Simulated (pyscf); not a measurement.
Single points on ωB97X-D3(BJ)/def2-SVP structures (PySCF, gas phase).

Question: For H₃Si–Si(SiH₃)(SiH₃)–SiH₃ (SMILES [SiH3][Si]([SiH3])([SiH3])[SiH3]) + SiH₃• (SMILES [SiH3]) → H₃Si–Si•(SiH₃)–SiH₃ (SMILES [SiH3][Si]([SiH3])[SiH3]) + H₃Si–SiH₃ (SMILES [SiH3][SiH3]), a substitution at Si (doublet surface; Si–Si broken, Si–Si formed), PBE/def2-TZVP gives ΔE‡ = 0.5 kcal/mol and ΔE = -5.4 kcal/mol (zero: the separated reactants). In which direction and how far do r²SCAN/def2-TZVP, B3LYP-D3(BJ)/def2-TZVP, ωB97M-D3(BJ)/def2-TZVP move these?

Answer: r²SCAN: ΔE‡ = 2.5 kcal/mol, ΔE = -4.5 kcal/mol; B3LYP-D3(BJ): ΔE‡ = 4.2 kcal/mol, ΔE = -4.0 kcal/mol; ωB97M-D3(BJ): ΔE‡ = 6.4 kcal/mol, ΔE = -4.5 kcal/mol. PBE's barrier lies under all of them, by 2.0 to 5.9 kcal/mol. Its reaction energy lies under all of them, by 0.9 to 1.4 kcal/mol. This is the saddle that the search found; another between the same sides may lie lower. The angle at the attacked Si is 180°.
